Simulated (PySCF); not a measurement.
# SiH2OF (SMILES O[SiH]F) at 6 levels

Wanted: a comparison of 6 runs (U-r2SCAN/def2-TZVP, U-wB97M-V/def2-TZVP, UB3LYP/def2-TZVP, UBLYP/def2-TZVP, UCAM-B3LYP/def2-TZVP, UPBE/def2-TZVP) of SiH2OF. The job is set up through a Python script.

The calculation is run with PySCF 2.14.0.

### Step 1. The structure to begin with

SiH2OF has 5 atoms, charge 0, and is taken as a doublet. As SMILES, `O[SiH]F`. The coordinates come from a PBE0-D4/def2-TZVP relaxation. This is one conformer, not always the lowest.

Bond lengths: O1–Si2 1.636 Å, Si2–F3 1.603 Å, O1–H4 0.959 Å, Si2–H5 1.490 Å. Angles: O1–Si2–F3 110.5°, O1–Si2–H5 105.3°, F3–Si2–H5 107.6°, Si2–O1–H4 119.2°.

### Step 2. The energy at U-r2SCAN/def2-TZVP (run 1)

Contents of start.xyz:

```xyz
5
FH2OSi
O     -0.615200    -0.884600    -0.276300
Si     0.283900     0.245700     0.493100
F      0.207000     1.646500    -0.283100
H     -1.564500    -0.765100    -0.338000
H      1.688800    -0.242600     0.404400
```

Contents of job.py:

```python
from pyscf import gto, dft

mol = gto.M(
    atom='start.xyz',
    verbose=3,
    max_memory=1860,
    spin=1,
    basis='def2-tzvp',
)

calc0 = dft.UKS(mol, xc='r2scan')
calc0.grids.level = 5
calc0.conv_tol = 1e-10
calc0.kernel()
if not calc0.converged:
    calc0 = calc0.newton().run(calc0.mo_coeff, calc0.mo_occ)

e_tot = calc0.e_tot
print('E = %.10f Eh' % e_tot)
```

Launch:

```
$ OMP_NUM_THREADS=1 python job.py
```

Output:

```text
<dir> SyntaxWarning: invalid escape sequence '\W'
  S = {(paw_set(r)[0], bool(re.search(r"spin_orbit\W+true|paw_fr", str((r.get("files") or {}).get("input") or "")) or re.search("(?i)spin.orbit\W+(value\W+)?(true|yes)|value\W+spin-orbit", json.dumps(r.get("inputs"), default=str)))) for r in records}

converged SCF energy = -465.807353592643  <S^2> = 0.75280922  2S+1 = 2.0028072
E = -465.8073535926 Eh
```

It took 71 s on 1 thread of Arm Neoverse V2, shared host; peak memory 0.64 GiB.

### Step 3. A single-point energy at U-wB97M-V/def2-TZVP (run 2)

Contents of run.py:

```python
from pyscf import gto, dft

mol = gto.M(
    atom=[
    ('O', (-0.615200, -0.884600, -0.276300)),
    ('Si', (0.283900, 0.245700, 0.493100)),
    ('F', (0.207000, 1.646500, -0.283100)),
    ('H', (-1.564500, -0.765100, -0.338000)),
    ('H', (1.688800, -0.242600, 0.404400)),
],
    verbose=4,
    max_memory=1860,
    basis='def2-tzvp',
    spin=1,
    charge=0,
)

calc0 = dft.UKS(mol)
calc0.xc = 'wb97m-v'
calc0.grids.level = 5
calc0.nlcgrids.level = 1
calc0.conv_tol = 1e-10
calc0.kernel()
if not calc0.converged:
    calc0 = calc0.newton().run(calc0.mo_coeff, calc0.mo_occ)

e_final = calc0.e_tot
print('E = %.10f Eh' % e_final)
```

Launch:

```
$ OMP_NUM_THREADS=1 python run.py
```

Output:

```text
<dir> SyntaxWarning: invalid escape sequence '\W'
  S = {(paw_set(r)[0], bool(re.search(r"spin_orbit\W+true|paw_fr", str((r.get("files") or {}).get("input") or "")) or re.search("(?i)spin.orbit\W+(value\W+)?(true|yes)|value\W+spin-orbit", json.dumps(r.get("inputs"), default=str)))) for r in records}

PySCF version 2.14.0

[... 113 lines left out ...]
converged SCF energy = -465.837862883647  <S^2> = 0.75130349  2S+1 = 2.0013031
E = -465.8378628836 Eh
```

Wall time 1.7 min (1 thread of Arm Neoverse V2, shared host); peak memory 0.65 GiB.

### Step 4. A single-point energy at UB3LYP/def2-TZVP (run 3)

Contents of run.py:

```python
from pyscf import gto, dft

system = gto.M(
    atom=[
    ('O', (-0.615200, -0.884600, -0.276300)),
    ('Si', (0.283900, 0.245700, 0.493100)),
    ('F', (0.207000, 1.646500, -0.283100)),
    ('H', (-1.564500, -0.765100, -0.338000)),
    ('H', (1.688800, -0.242600, 0.404400)),
],
    verbose=4,
    max_memory=1860,
    basis='def2-tzvp',
    spin=1,
)

ks = dft.UKS(system)
ks.xc = 'b3lyp'
ks.conv_tol = 1e-10
ks.grids.level = 5
ks.kernel()
if not ks.converged:
    ks = ks.newton().run(ks.mo_coeff, ks.mo_occ)

e_final = ks.e_tot
print(f'total energy: {e_final:.8f} hartree')
```

Launch:

```
$ OMP_NUM_THREADS=1 python run.py
```

Output:

```text
<dir> SyntaxWarning: invalid escape sequence '\W'
  S = {(paw_set(r)[0], bool(re.search(r"spin_orbit\W+true|paw_fr", str((r.get("files") or {}).get("input") or "")) or re.search("(?i)spin.orbit\W+(value\W+)?(true|yes)|value\W+spin-orbit", json.dumps(r.get("inputs"), default=str)))) for r in records}

PySCF version 2.14.0

[... 54 lines left out ...]
WARN: HOMO -0.174622060032497 >= LUMO -0.17462206003249
[... 46 lines left out ...]
converged SCF energy = -465.931315451882  <S^2> = 0.7518284  2S+1 = 2.0018276
total energy: -465.93131545 hartree
```

It took 29 s on 1 thread of Arm Neoverse V2, shared host; peak memory 0.59 GiB.

Runs 4 to 5 aren't shown in full; the table further down has their settings and results.

### Step 5. A single-point energy at UPBE/def2-TZVP (run 6)

Contents of run.py:

```python
# O[SiH]F
from pyscf import gto, dft

molecule = gto.Mole()
molecule.atom = '''
O   -0.615200  -0.884600  -0.276300
Si   0.283900   0.245700   0.493100
F    0.207000   1.646500  -0.283100
H   -1.564500  -0.765100  -0.338000
H    1.688800  -0.242600   0.404400
'''
molecule.basis = 'def2-tzvp'
molecule.max_memory = 1860
molecule.charge = 0
molecule.spin = 1
molecule.verbose = 3
molecule.build()

mf = dft.UKS(molecule)
mf.xc = 'pbe'
mf.conv_tol = 1e-10
mf.grids.level = 5
mf.kernel()
if not mf.converged:
    mf = mf.newton().run(mf.mo_coeff, mf.mo_occ)

energy = mf.e_tot
print('E(%s) = %.9f' % ('PBE', energy))
```

Launch:

```
$ OMP_NUM_THREADS=1 python run.py
```

Output:

```text
<dir> SyntaxWarning: invalid escape sequence '\W'
  S = {(paw_set(r)[0], bool(re.search(r"spin_orbit\W+true|paw_fr", str((r.get("files") or {}).get("input") or "")) or re.search("(?i)spin.orbit\W+(value\W+)?(true|yes)|value\W+spin-orbit", json.dumps(r.get("inputs"), default=str)))) for r in records}

WARN: HOMO -0.177223841450932 >= LUMO -0.177223841450939

converged SCF energy = -465.58322198707  <S^2> = 0.75161121  2S+1 = 2.0016106
E(PBE) = -465.583221987
```

Wall time 28 s (1 thread of Arm Neoverse V2, shared host); peak memory 0.59 GiB.

### Step 6. Overview of the runs

| run | level | nlc grid | energy (Eh) | dipole moment (D) | HOMO energy (eV) | LUMO energy (eV) | wall time |
| --- | --- | --- | --- | --- | --- | --- | --- |
| 1 | U-r2SCAN/def2-TZVP | – | -465.807354 | 1.46 | -5.41 | -2.68 | 71 s |
| 2 | U-wB97M-V/def2-TZVP | 1 | -465.837863 | 1.52 | -8.11 | -0.65 | 1.7 min |
| 3 | UB3LYP/def2-TZVP | – | -465.931315 | 1.48 | -6.04 | -2.72 | 29 s |
| 4 | UBLYP/def2-TZVP | – | -465.890074 | 1.44 | -4.86 | -3.28 | 28 s |
| 5 | UCAM-B3LYP/def2-TZVP | – | -465.872647 | 1.49 | -7.61 | -1.42 | 41 s |
| 6 | UPBE/def2-TZVP | – | -465.583222 | 1.41 | -5.03 | -3.19 | 28 s |

### Step 7. Results

| quantity | value |
| --- | --- |
| run 6: total energy | -465.58322 Eh |
| run 6: dipole moment | 1.41 D |
| run 6: HOMO energy (highest over α and β) | -5.03 eV |
| run 6: LUMO energy (lowest over α and β) | -3.19 eV |
| run 6: ⟨S²⟩ | 0.752 |

What this shows: The dipole moment (its size) runs from 1.41 D (UPBE/def2-TZVP) to 1.52 D (U-wB97M-V/def2-TZVP). Totals of different functionals can't be ranked against each other. All runs together took 5 min, the longest 1.7 min.
